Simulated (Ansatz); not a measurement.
**AlH3 (singlet): the correlation ladder at distance Al1–H3 = 1.280 Å, cc-pVDZ**

An exercise on one series of results from a longer session: the logs are not shown, and one member is left open.

The runs use Ansatz 0.2.0, Gaussian basis; cc-pVDZ, core rule «outside noble gas», up to 5 orbitals frozen.

To be run: UHF; CCSD(T) on RHF; BCCD(T) on RHF; CISD; CCSDT(Q) on RHF; CCSDTQ on RHF; CASSCF and MRCISD+Q, 2 electrons in 2 orbitals; CASSCF and NEVPT2, 2 electrons in 2 orbitals; Full CI.

21 further runs of the same task are left out: 9 for a known fault of the program, 9 that didn't finish, 3 set aside as unsound or not needed.

## The geometry

The geometry derives from a PBE0/def2-TZVP stationary point (not a proven minimum). One bond is set to the value named and the two fragments are kept rigid.

4 atoms, charge 0, spin multiplicity 1.

Atoms are counted from 1 here; the program's logs count them from 0.

Bond lengths: Al1–H2 1.586 Å, Al1–H3 1.280 Å, Al1–H4 1.586 Å. Angles: H2–Al1–H3 120.0°, H2–Al1–H4 120.0°, H3–Al1–H4 120.0°.

The first run:

File in.yaml:

```yaml
crystal:
  periodic: [false, false, false]
  atoms:
    - {symbol: Al, position_ang: [-0.005221, 0.008848, -0.000018]}
    - {symbol: H, position_ang: [1.580555, 0.023899, -0.000101]}
    - {symbol: H, position_ang: [-0.655713, 1.111235, -0.002270]}
    - {symbol: H, position_ang: [-0.785074, -1.371997, 0.002855]}
basis:
  gaussian: {orbitals: cc-pVDZ}
magnetization: {spin_polarized: true, initial_magnetization: 0}
hamiltonian: {xc: hf}
output: {orbitals: {seedname: orbitals}}
```

Command:

```bash
$ ansatz run in.yaml --threads 1 --pin off --events-out ev --progress --plain --max-ram 2393MiB
```

Among the steps run: UHF; CCSD(T) on RHF; BCCD(T) on RHF; CISD; CCSDT(Q) on RHF; CCSDTQ on RHF; CASSCF and MRCISD+Q, 2 electrons in 2 orbitals; CASSCF and NEVPT2, 2 electrons in 2 orbitals; Full CI.

One of the session's tables, all rows but one given; the rest of the session is left out.

It belongs to the step «Misses and costs». 

```
       method  from FCI (kJ/mol)
          RHF                  ?
         RMP2              +67.4
         CISD              +12.4
        RCCSD               +3.6
     RCCSD(T)               +1.0
      BCCD(T)               +0.9
       RCCSDT               +0.1
    RCCSDT(Q)                0.0
      RCCSDTQ                0.0
  CASSCF pair             +235.7
  NEVPT2 pair              +66.6
  MRCISD pair               +9.1
MRCISD+Q pair               -2.3
          FCI                  0
```

**Question.** Estimate the row for RHF.

As computed: from FCI (kJ/mol): +270.9. In the column «from FCI (kJ/mol)» it is the highest.

Limits of these values: MRCISD+Q pair falls below full CI: the +Q correction isn't variational, and the cores differ from full CI's.
